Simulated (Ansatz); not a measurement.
CH2S2, SMILES C1SS1, a ladder of basis sets

Program: the Python package of Ansatz (0.2.0).

The script, `ch2s2_basis.py`:
```python
'''How the energy of CH2S2 converges with the basis.'''

import ansatz as az

ch2s2 = (
    az.Crystal.molecule()
    .atom('C', (-0.0151, 0.1562, -0.2123))
    .atom('S', (0.241, 0.0337, 1.4487))
    .atom('S', (0.0917, -1.4728, 0.0464))
    .atom('H', (-0.9857, 0.5404, -0.4987))
    .atom('H', (0.7181, 0.6687, -0.8255))
)

job = ch2s2.calculation().correlation('MP2')

energies = {}
for basis in ['cc-pVDZ', 'cc-pVTZ']:
    rep = job.basis(gaussian=basis).run(threads=1).report
    size = rep['n_frozen'] + rep['n_occupied'][0] + rep['n_virtual'][0]
    energies[basis] = (rep['reference_energy_ev'] / 27.211386246, rep['free_energy_ev'] / 27.211386246)
    print(f'{basis:14s} {size:4d} orbitals  reference {energies[basis][0]:14.6f} Ha  total {energies[basis][1]:14.6f} Ha')

# correlation energy at the basis limit from E(X) = E + A / X^3
small, large = (energies[b][1] - energies[b][0] for b in ('cc-pVDZ', 'cc-pVTZ'))
limit = (3 ** 3 * large - 2 ** 3 * small) / (3 ** 3 - 2 ** 3)
print(f'correlation energy: {small:.6f} and {large:.6f} Ha, extrapolated {limit:.6f} Ha')
print(f'share caught by the larger set: {100 * large / limit:.1f} %')
```

Output of `python ch2s2_basis.py`:
```text
cc-pVDZ          60 orbitals  reference    -834.044766 Ha  total    -834.442364 Ha
cc-pVTZ         126 orbitals  reference    -834.094910 Ha  total    -834.607712 Ha
correlation energy: -0.397598 and -0.512802 Ha, extrapolated -0.561309 Ha
share caught by the larger set: 91.4 %
```

Against cc-pVDZ: cc-pVTZ -165.3 mHa. The last step alone is -165.35 mHa. From the first set to the last the time grows from 0.6 to 1.8 s.

What to keep in mind:
- The drop along the ladder measures the basis error, and is no property of the molecule.
- The geometry is a force-field or estimated start, not a minimum of this method, and the last set is no limit. Much of the fall in a total is atomic energy, which cancels in bond and reaction energies.
- Inner cores stay frozen, so this is valence correlation.
- For Al to Cl the sets with a tight d function, cc-pV(X+d)Z, are usual.
- An extrapolation from small basis sets is rough.
- The whole script took 2.8 s on 1 thread of Intel(R) Xeon(R) Platinum 8488C (Sapphire Rapids), with other jobs on the host, peak memory 0.24 GiB.

(Lines on the test bed's own set-up are left out of the output.)
